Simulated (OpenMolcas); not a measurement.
## [BCl2]+ (SMILES Cl[B+]Cl): methods side by side

[BCl2]+: 3 atoms, total charge +1, spin state singlet. As SMILES, `Cl[B+]Cl`. The shape is that of a GFN2-xTB optimisation.

```xyz
3

Cl   -1.2384    0.7665   -0.5913
B     0.0007    0.0014    0.0006
Cl    1.2376   -0.7678    0.5907
```

Each level gives the energy change with the B2–Cl3 bond stretched from 1.572 to 2.357 Å (eV). The values are calculated.

| level | kind | program | value (eV) | less FCI/STO-3G | CPU time (all runs) |
| --- | --- | --- | --- | --- | --- |
| HF/STO-3G (restricted) | Hartree–Fock | OpenMolcas | 3.52 | +0.65 | 3 s |
| r2SCAN/STO-3G (restricted) | meta-GGA | OpenMolcas | 3.36 | +0.49 | 7.5 s |
| B3LYP/STO-3G (restricted) | global hybrid | OpenMolcas | 3.17 | +0.30 | 6.8 s |
| B2PLYP/STO-3G (restricted) | double hybrid | OpenMolcas | 3.23 | +0.36 | 6.7 s |
| CASPT2(2,2)/STO-3G | multireference | OpenMolcas | 2.89 | +0.02 | 4.5 s |
| SC-NEVPT2(2,2)/STO-3G | multireference | OpenMolcas | 2.97 | +0.10 | 4.5 s |
| ACPF/STO-3G (restricted) | coupled cluster or CI | OpenMolcas | 2.71 | -0.16 | 3.3 s |
| CISD/STO-3G (restricted) | coupled cluster or CI | OpenMolcas | 2.96 | +0.09 | 3.3 s |
| FCI/STO-3G | exact in the basis | OpenMolcas | 2.87 | 0.00 | 58 s |

FCI/STO-3G is exact within its basis and frozen core, so for wave-function methods in that basis the difference is their error; functionals converge differently with the basis, so for them it is only a difference. Spin-restricted single references rise too steeply as a bond breaks, Hartree–Fock most of all. The first shape isn't each level's own minimum. The values span 2.71 to 3.52 eV. All rows use very small basis sets, so even the best lies far from the true value. Times are those of the runs behind each value, whatever else they computed, on shared processors of several kinds: orders of magnitude only.
